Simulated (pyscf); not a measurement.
`[NH2][Mo]([F])([F])([F])([F])[SH]` → `[F][Mo]([F])([F])([F])=[S]` + `[NH3]`, an elimination (singlet surface; H–S, Mo–N broken, H–N formed). PySCF, gas phase, ωB97X-D3(BJ)/def2-SVP geometries. Energies in eV from the reactant's lowest minimum found.

Small-basis levels: PySCF, no dispersion term, spherical d functions. AM1 to PM7: differences of heats of formation from MOPAC, which are fitted to 298 K values and so differ in kind from electronic energies by zero-point and thermal terms. GFN2-xTB: tblite. Cost: rough CPU time at the saddle relative to B3LYP/6-31G*+LANL2DZ, from one job on a shared machine.

| level | barrier | reaction energy | cost |
|---|---|---|---|
| HF/6-31G*+LANL2DZ | 1.52 | -1.31 | 0.1 |
| MP2/6-31G*+LANL2DZ | 1.30 | -1.14 | 0.2 |
| SVWN5/6-31G*+LANL2DZ | 0.70 | -0.02 | 1 |
| PBE/6-31G*+LANL2DZ | 0.85 | -0.52 | 2 |
| B3LYP/LANL2DZ | 1.19 | -0.33 | 0.6 |
| B3LYP/6-31G*+LANL2DZ | 1.06 | -0.75 | 1 |
| M06-2X/6-31G*+LANL2DZ | 1.03 | -0.78 | 2 |
| B3LYP/6-311+G**+LANL2DZ | 1.01 | -0.81 | 2 |
| PBE/def2-SVP | 0.85 | -0.33 | 2 |
| GFN2-xTB | 1.48 | +0.72 | under 0.02 |
| AM1 | 0.87 | -1.15 | under 0.02 |
| PM7 | 1.38 | -0.02 | under 0.02 |
| ωB97M-D3(BJ)/def2-TZVP | 1.04 | -0.76 | – |

Against the last row the barrier runs from -0.33 (SVWN5/6-31G*+LANL2DZ) to +0.48 eV (HF/6-31G*+LANL2DZ). ωB97M-D3(BJ)/def2-TZVP has limits of its own. On the product side the descent ends in an adduct with a Mo–N contact (not fully relaxed), 0.60 eV under the separated species and 2.29 eV under the saddle at ωB97X-D3(BJ)/def2-TZVP. What is counted as broken (Mo–N) persists as a longer contact in the product adduct; parting that adduct is a step of its own. This is the saddle that the search found; another between the same sides may lie lower. In the def2 sets elements past Kr carry core potentials, without spin-orbit coupling.
